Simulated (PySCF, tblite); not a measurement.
# C₅H₇F: circular dichroism and optical rotation, excited states

Aim: compute the circular dichroism and optical rotation, excited states of C₅H₇F (`CC(C)=C=CF`).

Programs: tblite 0.8.0 and PySCF 2.14.0, with routines of our own; each step states its level. All values are computed. Atoms count from 0.

## 1. The starting structure

13 atoms, charge 0, multiplicity 1; geometry from: force field or distance geometry start.

## 2. Geometry optimisation with GFN2-xTB

Job settings and geometry (Å):

```
{"job": {"kind": "relax", "xc": "GFN2-xTB", "basis": "xTB"}, "charge": 0, "multiplicity": 1}
C      0.144400     1.477700     0.671900
C     -0.233900     0.126700     0.181200
C     -1.485200    -0.549600     0.331000
C      0.730000    -0.506200    -0.437800
C      1.678100    -1.146500    -1.061400
F      1.731200    -0.956600    -2.379300
H     -0.726400     2.100100     0.920000
H      0.885700     1.469100     1.488600
H      0.651900     1.958400    -0.207200
H     -1.502600    -1.531300     0.827900
H     -1.897200    -0.746200    -0.713400
H     -2.292300     0.060000     0.805600
H      2.312000    -1.755200    -0.444900
```

On the command line:

```
$ OMP_NUM_THREADS=1 python excited_run.py task.json out
```

The driver reads the jobs from task.json and runs them one after another.

The program printed:

```text
step      E/eV     max force
  0    -514.64974    4.001
  1    -514.90912    1.518
  2    -514.97398    0.952
  3    -515.05486    0.676
  4    -515.10217    1.267
  5    -515.12001    1.709
  6    -515.14198    0.472
  7    -515.15849    0.601
  8    -515.17419    0.577
  9    -515.18676    0.326
 10    -515.19563    0.274
 11    -515.20457    0.290
 12    -515.21457    0.410
 13    -515.22421    0.333
 14    -515.23109    0.191
 15    -515.23534    0.176
 16    -515.23829    0.236
 17    -515.24052    0.165
 18    -515.24161    0.072
 19    -515.24208    0.081
 20    -515.24250    0.102
 21    -515.24303    0.097
 22    -515.24355    0.075
 23    -515.24395    0.049
 24    -515.24427    0.057
 25    -515.24461    0.071
 26    -515.24500    0.059
 27    -515.24530    0.050
 28    -515.24554    0.049
 29    -515.24582    0.054
 30    -515.24627    0.077
 31    -515.24687    0.085
 32    -515.24751    0.067
 33    -515.24815    0.084
 34    -515.24893    0.097
 35    -515.25025    0.141
 36    -515.25261    0.162
 37    -515.25540    0.150
 38    -515.25741    0.106
 39    -515.25819    0.120
 40    -515.25901    0.067
 41    -515.25957    0.063
 42    -515.26247    0.095
 43    -515.26364    0.123
 44    -515.26503    0.140
 45    -515.26728    0.143
 46    -515.27141    0.200
 47    -515.27728    0.233
 48    -515.27809    0.418
 49    -515.28561    0.185
 50    -515.28919    0.127
 51    -515.29369    0.197
 52    -515.29569    0.169
 53    -515.29759    0.123
 54    -515.29909    0.090
 55    -515.30070    0.083
 56    -515.30216    0.090
 57    -515.30232    0.176
 58    -515.30377    0.078
 59    -515.30426    0.069
 60    -515.30531    0.078
 61    -515.30590    0.063
 62    -515.30687    0.078
 63    -515.30754    0.054
 64    -515.30810    0.054
 65    -515.30862    0.059
 66    -515.30903    0.041
 67    -515.30931    0.073
 68    -515.30950    0.037
 69    -515.30967    0.022
 70    -515.30984    0.028
 71    -515.30994    0.029
 72    -515.31004    0.028
 73    -515.31017    0.027
 74    -515.31043    0.039
 75    -515.31091    0.059
 76    -515.31168    0.085
 77    -515.31259    0.096
 78    -515.31355    0.094
 79    -515.31452    0.095
 80    -515.31558    0.093
 81    -515.31711    0.091
 82    -515.31908    0.122
 83    -515.29528    0.759
 84    -515.32024    0.073
 85    -515.32079    0.063
 86    -515.32209    0.090
 87    -515.32251    0.059
 88    -515.32313    0.043
 89    -515.32375    0.051
 90    -515.32414    0.069
 91    -515.32471    0.085
 92    -515.32585    0.112
 93    -515.32779    0.137
 94    -515.33103    0.201
 95    -515.33498    0.184
 96    -515.33667    0.213
 97    -515.34075    0.180
 98    -515.34165    0.105
 99    -515.34227    0.071
100    -515.34286    0.052
101    -515.34318    0.057
102    -515.34352    0.052
103    -515.34380    0.061
104    -515.34411    0.048
105    -515.34464    0.070
106    -515.34507    0.055
107    -515.34547    0.069
108    -515.34596    0.038
109    -515.34615    0.043
110    -515.34626    0.024
111    -515.34633    0.022
112    -515.34637    0.014
113    -515.34640    0.014
114    -515.34642    0.013
115    -515.34643    0.012
116    -515.34646    0.011
117    -515.34649    0.012
118    -515.34652    0.014
119    -515.34655    0.013
120    -515.34657    0.009
```

Wall time 0.52 s (1 thread of Arm Neoverse V1, shared host).

Relaxation path: (not every step is listed)

```
step  energy from step 0 (eV)  largest force (eV/Å)
   0                   0.0000                4.0014
   1                  -0.2594                1.5179
   2                  -0.3242                0.9524
   3                  -0.4051                0.6764
   4                  -0.4524                1.2669
   5                  -0.4703                1.7090
   6                  -0.4922                0.4721
   7                  -0.5088                0.6014
   8                  -0.5245                0.5771
  18                  -0.5919                0.0719
  28                  -0.5958                0.0485
  38                  -0.6077                0.1055
  48                  -0.6284                0.4185
  58                  -0.6540                0.0777
  68                  -0.6598                0.0366
  78                  -0.6638                0.0944
  88                  -0.6734                0.0428
  98                  -0.6919                0.1055
 108                  -0.6962                0.0379
 115                  -0.6967                0.0122
 116                  -0.6967                0.0111
 117                  -0.6968                0.0122
 118                  -0.6968                0.0137
 119                  -0.6968                0.0132
 120                  -0.6968                0.0091
```

Distances of close pairs at the start and the end, largest changes first:

```
  bond  before (Å)  after (Å)  change (Å)
 C1–C2       1.430      1.501      +0.071
C2–H10       1.140      1.089      -0.051
 C0–H8       1.123      1.086      -0.037
C2–H11       1.117      1.090      -0.028
 C4–F5       1.333      1.358      +0.025
 C0–C1       1.486      1.501      +0.015
 C2–H9       1.100      1.086      -0.014
 C0–H7       1.103      1.090      -0.013
```

The next job starts from the end point, and lists it.

## 3. Vibrational analysis with GFN2-xTB

Job settings and geometry (Å):

```
{"job": {"kind": "ir", "xc": "GFN2-xTB", "basis": "xTB"}, "charge": 0, "multiplicity": 1}
C      0.001112     1.544752     0.508347
C     -0.156010     0.105915     0.109476
C     -1.471892    -0.531025     0.451053
C      0.799745    -0.555390    -0.476210
C      1.749124    -1.207765    -1.068496
F      1.872636    -1.255155    -2.420101
H     -0.773335     2.145664     0.033259
H     -0.111484     1.645596     1.587355
H      0.975026     1.928052     0.216798
H     -1.500916    -1.567828     0.128219
H     -2.280796     0.013389    -0.034100
H     -1.636905    -0.489637     1.527310
H      2.529308    -1.776083    -0.580638
```

The program printed:

```text
mode    cm-1     km/mol
  1     108.8      0.03
  2     116.2      0.04
  3     124.5      1.04
  4     161.1      0.70
  5     275.7      6.47
  6     327.7      0.65
  7     397.6      2.02
  8     522.6      0.55
  9     547.2      8.88
 10     750.3      5.51
 11     791.3      8.61
 12     971.1      0.07
 13     973.9      0.87
 14     983.4    100.62
 15    1062.7    168.08
 16    1066.3      6.25
 17    1212.9     19.55
 18    1213.2     26.13
 19    1388.8      6.30
 20    1399.3      2.13
 21    1433.0     12.27
 22    1469.9      0.35
 23    1470.3      1.63
 24    1480.2     10.71
 25    1494.2     17.73
 26    2077.4     27.61
 27    3004.1      0.33
 28    3007.0     48.17
 29    3016.1      2.31
 30    3021.5     47.51
 31    3044.1     23.98
 32    3055.3     26.93
 33    3057.3     18.02
```

Run time: 0.25 s. Hardware: 1 thread of Arm Neoverse V1, shared host.

Which atoms move in the most intense modes:

```
cm⁻¹  km/mol                                 atoms
 983   100.6    C4 28 %, F5 20 %, H8 12 %, H9 10 %
1063   168.1    C4 21 %, F5 15 %, H8 12 %, H9 12 %
1213    26.1                     H12 76 %, C1 10 %
2077    27.6             C3 66 %, C1 18 %, C4 15 %
3007    48.2  H11 39 %, H7 25 %, H6 16 %, H10 12 %
3022    47.5  H10 41 %, H6 25 %, H11 16 %, H7 14 %
3044    24.0                              H12 93 %
3055    26.9                               H8 90 %
```

## 4. Circular dichroism and optical rotation: TDDFT CAM-B3LYP/def2-SVPD

Settings changed since step 3:

```diff
@@ -1,2 +1,2 @@
-{"job": {"kind": "ir", "xc": "GFN2-xTB", "basis": "xTB"}, "charge": 0, "multiplicity": 1}
+{"job": {"kind": "ecd", "xc": "CAM-B3LYP", "basis": "def2-SVPD", "nstates": 8}, "charge": 0, "multiplicity": 1}
 C      0.001112     1.544752     0.508347
```

Level: TDDFT CAM-B3LYP/def2-SVPD circular dichroism and optical rotation, one conformer, gas phase.

The program printed:

```text
coarse grid: 10856 points
cycle   1  E = -294.0768545983  dE =  7.999e-01  |g| = 4.668e-01  |ddm| = 7.746e+00
cycle   2  E = -294.0765512048  dE =  3.034e-04  |g| = 5.288e-01  |ddm| = 1.210e+00
cycle   3  E = -294.1243019631  dE = -4.775e-02  |g| = 4.945e-02  |ddm| = 6.232e-01
cycle   4  E = -294.1246869287  dE = -3.850e-04  |g| = 2.534e-02  |ddm| = 1.355e-01
cycle   5  E = -294.1248247871  dE = -1.379e-04  |g| = 8.011e-03  |ddm| = 5.230e-02
cycle   6  E = -294.1248378563  dE = -1.307e-05  |g| = 1.947e-03  |ddm| = 1.863e-02
cycle   7  E = -294.1248388883  dE = -1.032e-06  |g| = 5.923e-04  |ddm| = 5.417e-03
final grid: 105248 points
cycle   8  E = -294.1787963904  dE = -2.995e-05  |g| = 3.703e-03  |ddm| = 1.207e-01
cycle   9  E = -294.1787963936  dE = -3.153e-09  |g| = 3.995e-03  |ddm| = 1.498e-02
cycle  10  E = -294.1787994783  dE = -3.085e-06  |g| = 5.139e-04  |ddm| = 5.498e-03
cycle  11  E = -294.1787995257  dE = -4.742e-08  |g| = 1.252e-04  |ddm| = 1.048e-03
cycle  12  E = -294.1787995289  dE = -3.190e-09  |g| = 4.105e-05  |ddm| = 3.777e-04
cycle  13  E = -294.1787995293  dE = -4.299e-10  |g| = 7.633e-06  |ddm| = 1.192e-04
converged SCF energy = -294.1787995293

Singlet excitations and rotatory strengths (1e-40 esu^2 cm^2)
state   eV       nm     f(len)   f(vel)    R(len)    R(vel)   main configurations
  1   5.3305   232.6  0.00096  0.00085    -0.109    -0.116   H->L 0.93
  2   6.5341   189.7  0.00004  0.00006     0.651     0.636   H-1->L+2 0.80, H-1->L+4 0.18
  3   6.9858   177.5  0.16112  0.15871    -0.105    -0.135   H-1->L 0.81, H->L+2 0.15
  4   7.0668   175.4  0.04315  0.05248     0.726     0.830   H->L+1 0.73, H->L+3 0.20
  5   7.2345   171.4  0.00150  0.00216    -1.040    -1.108   H-1->L+1 0.90
  6   7.8434   158.1  1.15242  1.12954    -0.752    -0.751   H->L+2 0.69, H-1->L 0.15
  7   8.0501   154.0  0.00009  0.00008    -0.029    -0.073   H->L+3 0.72, H->L+1 0.17
  8   8.4440   146.8  0.05761  0.06029    -0.043    -0.019   H-1->L+3 0.90

Specific rotation (deg / (dm g/mL))
    nm     length   length(OI)   velocity    alpha(len)  alpha(vel)
  633.0      -0.78      -0.86      -1.10       67.509     67.284
  589.3      -0.92      -1.01      -1.29       67.834     67.608
  546.0      -1.09      -1.20      -1.54       68.243     68.016
  436.0      -1.89      -2.07      -2.65       69.975     69.744
  405.0      -2.31      -2.52      -3.22       70.784     70.552
  365.0      -3.15      -3.41      -4.36       72.224     71.990
  355.0      -3.45      -3.73      -4.76       72.683     72.448
```

Wall time 47 s (1 thread of Arm Neoverse V1, shared host); peak memory 0.77 GiB.

## 5. Excited states: TDA BHandHLYP/def2-SVPD

Settings changed since step 4:

```diff
@@ -1,2 +1,2 @@
-{"job": {"kind": "ecd", "xc": "CAM-B3LYP", "basis": "def2-SVPD", "nstates": 8}, "charge": 0, "multiplicity": 1}
+{"job": {"kind": "states", "xc": "BHandHLYP", "basis": "def2-SVPD", "tda": true, "soc": true, "nstates": 5, "ntriplets": 6, "nquad": 4}, "charge": 0, "multiplicity": 1}
 C      0.001112     1.544752     0.508347
```

With the program's defaults for keys left out, this is: TDA BHandHLYP/def2-SVPD excited states, vertical, gas phase, spin-orbit mean-field couplings.

The program printed:

```text
coarse grid: 10856 points
cycle   1  E = -294.0669988421  dE =  8.263e-01  |g| = 4.598e-01  |ddm| = 6.777e+00
cycle   2  E = -294.0802649659  dE = -1.327e-02  |g| = 4.509e-01  |ddm| = 1.201e+00
cycle   3  E = -294.1157719706  dE = -3.551e-02  |g| = 4.810e-02  |ddm| = 5.781e-01
cycle   4  E = -294.1162094793  dE = -4.375e-04  |g| = 2.079e-02  |ddm| = 1.302e-01
cycle   5  E = -294.1163073561  dE = -9.788e-05  |g| = 6.051e-03  |ddm| = 4.633e-02
cycle   6  E = -294.1163148680  dE = -7.512e-06  |g| = 1.590e-03  |ddm| = 1.446e-02
final grid: 105248 points
cycle   7  E = -294.1514277303  dE = -1.739e-05  |g| = 2.689e-03  |ddm| = 1.021e-01
cycle   8  E = -294.1514275969  dE =  1.334e-07  |g| = 2.937e-03  |ddm| = 1.353e-02
cycle   9  E = -294.1514293237  dE = -1.727e-06  |g| = 2.927e-04  |ddm| = 4.110e-03
cycle  10  E = -294.1514293402  dE = -1.656e-08  |g| = 8.046e-05  |ddm| = 8.236e-04
cycle  11  E = -294.1514293421  dE = -1.858e-09  |g| = 2.084e-05  |ddm| = 2.749e-04
cycle  12  E = -294.1514293422  dE = -9.686e-11  |g| = 5.780e-06  |ddm| = 7.126e-05
converged SCF energy = -294.1514293422

Singlet excitations
state   eV       nm        f     d(h-e)  d(exc)  Lambda  PR(NTO)  |dmu|/D   mu/D   main configurations
  1   5.4982   225.5   0.00149   0.798   2.584   0.478   1.026    1.943    1.408   H->L 0.85, H->L+1 0.09
  2   6.6342   186.9   0.00003   0.922   2.539   0.431   1.027    2.547    4.984   H-1->L+2 0.71, H-1->L+4 0.26
  3   7.2534   170.9   0.05263   0.982   3.589   0.336   1.010    2.279    0.812   H->L+1 0.70, H->L+3 0.18, H->L 0.10
  4   7.3300   169.1   0.07275   0.244   3.444   0.603   1.078    1.208    2.234   H-1->L 0.49, H-1->L+1 0.43
  5   7.4961   165.4   0.14182   0.319   3.028   0.583   1.481                     H-1->L+1 0.47, H-1->L 0.31, H->L+2 0.16

Triplet excitations (Tamm-Dancoff)
state   eV     d(h-e)  d(exc)  Lambda  PR(NTO)   main configurations
  1   4.3135   0.021   2.212   0.673   1.159   H-1->L 0.71, H-1->L+1 0.10
  2   4.7298   0.116   2.100   0.646   1.158   H->L+2 0.59, H->L+4 0.27
  3   5.0877   0.801   2.547   0.476   1.013   H->L 0.84, H->L+1 0.09
  4   6.2081   0.938   2.494   0.428   1.015   H-1->L+2 0.68, H-1->L+4 0.28
  5   7.1049   0.778   3.446   0.340   1.008   H->L+1 0.63, H->L+3 0.22, H->L 0.11
  6   7.2213   0.602   3.429   0.487   1.014   H-1->L+1 0.79, H-1->L 0.12
S1 - T1 = 1.1847 eV

Spin-orbit couplings |<S|Hso|T>| (cm-1)
             T1       T2       T3       T4       T5       T6
S0        0.461    0.216   11.568   13.580    6.053    0.278
S1        6.070    7.670    0.132    0.089    2.217    0.323
S2        7.582    4.449    0.038    0.085    0.302    2.132
S3        0.809    4.211    2.083    0.135    0.041    4.508
S4        1.245    0.393    2.685    2.622    3.982    0.753
S5        1.615    0.469    5.261    7.887    2.567    1.334
T1 sublevels (cm-1): 0.000 0.003 0.006   radiative rates (1/s): 0.0683 0.0448 0.103
```

Wall time 23 s (1 thread of Arm Neoverse V1, shared host); peak memory 0.6 GiB.

From this job:

```
  quantity    value
S1 less T1  1.18 eV
```

## 6. What came out

| quantity | value |
| --- | --- |
| strongest single infrared mode (GFN2-xTB) | 1063 cm⁻¹, 168 km/mol |
| zero-point energy (GFN2-xTB) | 64.4 kcal/mol |
| state of largest rotatory strength (velocity form) among 8 (step 4, TDDFT CAM-B3LYP/def2-SVPD) | 7.23 eV, R = -1.1 (velocity), -1.0 (length) ·10⁻⁴⁰ esu² cm² |
| specific rotation at 633.0 nm (step 4, TDDFT CAM-B3LYP/def2-SVPD) | -1.1 (velocity), -0.8 (length) |
| S1 less T1 (step 5, TDA BHandHLYP/def2-SVPD) | 1.18 eV |

What this shows: All 33 modes are real, so the xTB geometry is a minimum. GFN2-xTB is a fitted tight-binding method: band positions and strengths are rough. Its intensities can rank the bands wrongly. The geometry is achiral, so these rotations and rotatory strengths are numerical residue. The length form depends on the origin in a finite basis. In step 5, the number of triplets below S1 is 3, and the largest singlet-triplet spin-orbit coupling is S0–T4, 13.58 cm⁻¹.
